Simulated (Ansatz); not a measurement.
Species: F2 (charge 0, singlet). 
Coordinates optimised at B3LYP-D3(BJ)/def2-TZVP (Ansatz, a quantum-chemistry and plane-wave program):
```xyz
2

F      0.0000     0.0000    -0.6982
F      0.0000     0.0000     0.6982
```
Charge 0, spin multiplicity 1.

Quantity: vertical electron affinity (to the doublet state of charge -1; a negative value means that the extra electron is unbound and the number depends on the basis; each state is the SCF solution reached for its spin; for the singlet the Hartree-Fock reference is unstable and T1 is 0.012), in eV. Valence correlation only, unless marked. Open shells are spin-unrestricted. Spin-orbit coupling is left out. No relativistic terms. Anions need diffuse functions: aug- sets have them; def2-D sets add few. CBS marks a two-point X^-3 extrapolation of the correlation energy; Hartree-Fock from the larger set.

```tsv
level	program	vertical electron affinity (eV)
SVWN5/def2-TZVPD	Ansatz	0.67
PBE/def2-TZVPD	Ansatz	0.47
B3LYP/def2-TZVPD	Ansatz	…
PBE0/def2-TZVPD	Ansatz	0.43
BHLYP/def2-TZVPD	Ansatz	…
wB97X-V/def2-TZVPD	Ansatz	0.32
wB97X/def2-TZVPD	Ansatz	0.37
CCSD/aug-cc-pVDZ	Ansatz	0.10
CCSD/def2-SVPD	Ansatz	…
CCSD/aug-cc-pVTZ	Ansatz	0.10
CCSD/def2-TZVPPD	Ansatz	0.05
CCSD(T)/CBS(aug-cc-pVTZ,aug-cc-pVQZ)	Ansatz	…
```

Problem. Complete the blanks.

Solution. 
- B3LYP/def2-TZVPD, vertical electron affinity (eV): 0.58
- BHLYP/def2-TZVPD, vertical electron affinity (eV): 0.50
- CCSD/def2-SVPD, vertical electron affinity (eV): 0.14
- CCSD(T)/CBS(aug-cc-pVTZ,aug-cc-pVQZ), vertical electron affinity (eV): 0.17
